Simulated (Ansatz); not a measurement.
Hydrogen abstraction

Start structure (H3SO, doublet), relaxed at PBE0-D4/def2-TZVP:

```
5
angstrom
H -0.1073 -1.4319 0.0757
O 0.0978 -0.8192 -0.6358
S -0.2316 1.3467 1.0801
H -0.7426 -0.6321 -1.0627
H 0.9839 1.5365 0.5426
```

The step: H₂O + HS → H₂S + OH; bonds formed: H1–S3; bonds broken: H1–O2. Ansatz 0.2.0; basis: def2-TZVPP and def2-QZVPP; cores frozen in the correlated methods; orbitals are unrestricted. Extrapolation: Hartree–Fock as exp(−7.88 √X), correlation as X^−2.97. Energies below are by CCSD(T) at an estimated basis limit (MP2 extrapolated from triple and quadruple zeta, plus CCSD(T) − MP2 in triple zeta).

Question: What are the electronic barrier and the energy of the step, from the start structure to the end structure? (Judge from chemistry; the value comes from the calculation.)

Answer: By the calculation: Barrier 133.2 kJ/mol; step energy 122.9 kJ/mol (uphill); reverse barrier, their difference, 10.3 kJ/mol. Barrier and step energy count from the start structure, the reverse barrier from the end structure.

The saddle point: One imaginary mode of 518i cm⁻¹.
| pair | start (Å) | saddle (Å) | end (Å) |
| --- | --- | --- | --- |
| H1–S3 | 2.96 | 1.38 | 1.34 |
| H1–O2 | 0.96 | 1.63 | 2.53 |

Zero-point energy (harmonic, PBE0-D4): ZPE is 78.7 kJ/mol at the start and 67.8 kJ/mol at the saddle, so the barrier goes from 133.2 to 122.3 kJ/mol.

The T1 diagnostic stays at or below 0.028. ⟨S²⟩ of the unrestricted Hartree–Fock references: 0.76 to 0.77 (a pure state has 0.75).

For scale, one of the runs: CCSD(T)/def2-TZVPP, 115 basis functions, launched by `ansatz run in.yaml --threads 2 --pin off --events-out ev --progress --plain --max-ram 4352MiB`. Hardware: 2 CPU threads, shared host. Wall time 20 s; peak host memory 0.92 GiB.
